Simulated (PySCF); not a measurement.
CH4ClSi (charge -1).
SMILES: `C[SiH-]Cl`

Computed with PBE0-D3(BJ)/def2-SVP geometry optimisation, gas phase in PySCF.

Masses are those of the commonest isotopes; rigid-rotor values at the optimised geometry. 

(1) Give the principal moments of inertia and the rotational constants in MHz.

(2) Classify the top.

(3) Is it planar, by Δ = Ic − Ia − Ib?

(4) Give the other two planar moments, Paa and Pbb, and the rms extents of the mass along the axes.

(5) Give the coordinates in the principal-axis frame, origin at the centre of mass.

(6) Predict some low-J microwave lines.

Results:

(1) Ia = 37.65, Ib = 129.07, Ic = 158.94 u·Å²; 505379 MHz·u·Å²/I gives A = 13424, B = 3916, C = 3180 MHz.

(2) An asymmetric top: κ = (2 × 3916 − 13424 − 3180)/(13424 − 3180) = -0.86.

(3) Not planar: Δ = Ic − Ia − Ib = -7.78 u·Å². For a rigid frame Δ = −2 Σ m c², so Σ m c² = 3.89 u·Å² lies off the ab plane: 3.78 from hydrogen and 0.11 from heavier atoms. The atom farthest from that plane is 1.47 Å away.

(4) Paa = Σ m a² = (Ib + Ic − Ia)/2 = 125.18 and Pbb = Σ m b² = (Ia + Ic − Ib)/2 = 33.76 u·Å². With the mass M = 78.98 u, the rms extents √(P/M) along a, b and c are 1.26, 0.65, 0.22 Å.

(5) The sense of each axis is arbitrary; atoms in the order of the calculation.
```csv
atom,mass (u),a (Å),b (Å),c (Å)
C1,12.000,-1.722,-0.914,-0.010
Si2,27.977,-0.698,0.755,0.063
Cl3,34.969,1.340,-0.212,-0.004
H4,1.008,-1.694,-1.433,0.965
H5,1.008,-1.361,-1.621,-0.777
H6,1.008,-2.783,-0.682,-0.224
H7,1.008,-0.779,1.009,-1.470
```

(6) The dipole components (about the centre of mass, as the species is charged) are |μa| = 0.38 D, |μb| = 1.99 D, |μc| = 0.09 D. The squared components, which scale the intensities, stand as 0.04 : 1.00 : 0.00 (a : b : c). Some lines, for components of 0.1 D or more:

```json
{"type": "a", "branch": "Q", "J(Ka,Kc)": "4(2,2) ← 4(2,3)", "MHz": "608", "lower level (cm⁻¹)": "3.683"}
{"type": "a", "branch": "Q", "J(Ka,Kc)": "2(1,1) ← 2(1,2)", "MHz": "2208", "lower level (cm⁻¹)": "1.003"}
{"type": "b", "branch": "R", "J(Ka,Kc)": "4(1,3) ← 3(2,2)", "MHz": "2319", "lower level (cm⁻¹)": "2.738"}
{"type": "a", "branch": "Q", "J(Ka,Kc)": "3(1,2) ← 3(1,3)", "MHz": "4414", "lower level (cm⁻¹)": "1.675"}
{"type": "b", "branch": "Q", "J(Ka,Kc)": "2(1,1) ← 2(0,2)", "MHz": "11021", "lower level (cm⁻¹)": "0.709"}
{"type": "a", "branch": "R", "J(Ka,Kc)": "2(0,2) ← 1(0,1)", "MHz": "14149", "lower level (cm⁻¹)": "0.237"}
{"type": "a", "branch": "R", "J(Ka,Kc)": "2(1,1) ← 1(1,0)", "MHz": "14926", "lower level (cm⁻¹)": "0.578"}
{"type": "b", "branch": "R", "J(Ka,Kc)": "4(0,4) ← 3(1,3)", "MHz": "20130", "lower level (cm⁻¹)": "1.675"}
{"type": "a", "branch": "R", "J(Ka,Kc)": "3(0,3) ← 2(0,2)", "MHz": "21122", "lower level (cm⁻¹)": "0.709"}
{"type": "b", "branch": "R", "J(Ka,Kc)": "3(1,3) ← 2(0,2)", "MHz": "28970", "lower level (cm⁻¹)": "0.709"}
{"type": "b", "branch": "Q", "J(Ka,Kc)": "2(2,1) ← 2(1,2)", "MHz": "30732", "lower level (cm⁻¹)": "1.003"}
{"type": "b", "branch": "R", "J(Ka,Kc)": "4(1,4) ← 3(0,3)", "MHz": "34679", "lower level (cm⁻¹)": "1.413"}
{"type": "b", "branch": "R", "J(Ka,Kc)": "2(2,0) ← 1(1,1)", "MHz": "44228", "lower level (cm⁻¹)": "0.554"}
{"type": "b", "branch": "Q", "J(Ka,Kc)": "3(3,0) ← 3(2,1)", "MHz": "49203", "lower level (cm⁻¹)": "2.745"}
{"type": "b", "branch": "R", "J(Ka,Kc)": "3(2,1) ← 2(1,2)", "MHz": "52222", "lower level (cm⁻¹)": "1.003"}
{"type": "b", "branch": "R", "J(Ka,Kc)": "4(3,2) ← 3(2,1)", "MHz": "77660", "lower level (cm⁻¹)": "2.745"}
```

No frequency check. The geometry's basis has no diffuse functions, a weakness for an anion. Zero-point vibration and centrifugal distortion are left out. A rigid rotor knows nothing of internal rotation, which can split or shift real lines. Quadrupole hyperfine structure (35Cl) is left out.

On an x86-64 server with one thread, shared host, this took 8.7 s. This is the geometry optimisation.
